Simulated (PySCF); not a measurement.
XPS shifts beside NMR shieldings

C5H5N.
SMILES with atom numbers: `[CH3:1][C:2]#[C:3][C@@H:4]1[CH:5]=[N:6]1`

Binding energies: PySCF 2.14.0, delta-SCF UKS SCAN, pcX-2 on the ionised atom, pcseg-1 elsewhere, spin-free X2C. Shieldings: GIAO PBE0/pcSseg-1, non-relativistic, same geometry.

```tsv
atom	isotropic shielding (ppm)
C1	179.8
C2	106.4
C3	97.3
C4	168.4
C5	13.1
```

Q: What are the C 1s binding energies of these atoms?

A: 
| atom | environment | C 1s (eV) | isotropic shielding (ppm) |
| --- | --- | --- | --- |
| C3 | alkyne carbon | 290.09 | 97.3 |
| C2 | alkyne carbon | 290.18 | 106.4 |
| C1 | propargylic carbon | 291.60 | 179.8 |
| C5 | C=N carbon | 292.29 | 13.1 |
| C4 | sp3 carbon bound to nitrogen | 292.33 | 168.4 |

By binding energy: C3 < C2 < C1 < C5 ≈ C4. By shielding: C5 < C3 < C2 < C4 < C1.

Spin contamination (⟨S²⟩ against 0.75 for a pure doublet) is marked for C 1s of C2 (0.85) and C 1s of C5 (0.86), which makes these values less certain. Isolated species at its PBE0-D3(BJ)/def2-SVP geometry, gas phase.
